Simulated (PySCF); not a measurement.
Species: Si(SMe)H3, CH6SSi.
Geometry (PBE0-D3(BJ)/def2-SVP, Å), atoms numbered from 1 in this order:
```xyz
9
CH6SSi angstrom
Si    -0.3767    0.8458   -1.1766
S     -0.4479    0.7882    0.9599
C      0.3607   -0.8190    1.2494
H     -0.2136   -1.6439    0.8037
H      0.3955   -0.9626    2.3377
H      1.3895   -0.8294    0.8614
H      1.0311    0.8350   -1.6831
H     -1.0512    2.1129   -1.5781
H     -1.0874   -0.3271   -1.7744
```

The closed-shell ground state was solved at several levels (PySCF, density fitting, gas phase, non-relativistic).

```
            level  basis functions  HOMO (eV)  LUMO (eV)  gap (eV)  dipole (D)
    PBE0/pcSseg-1               95      -6.98       0.19      7.17        1.58
wB97X-D/def2-SVPD              119      -8.80       1.67     10.47        1.53
```

(1) Estimate the row for B3LYP/pcSseg-1, a basis of 95 functions; the other rows only guide the guess.

(2) Over all these levels, which gives the widest orbital gap and which the narrowest?

(3) How far do the dipole and the HOMO energy spread over the levels?

Results:

(1) HOMO -6.73 eV, LUMO 0.00 eV, gap 6.73 eV, dipole 1.50 D.

(2) wB97X-D/def2-SVPD (range-separated hybrid) has the widest, 10.47 eV, and B3LYP/pcSseg-1 (global hybrid, 20 % exact exchange) the narrowest, 6.73 eV. Functional and basis both differ between the two, so the spread mixes both effects.

(3) The dipole runs from 1.50 to 1.58 D (mean 1.54 D) and the HOMO from -8.80 to -6.73 eV.
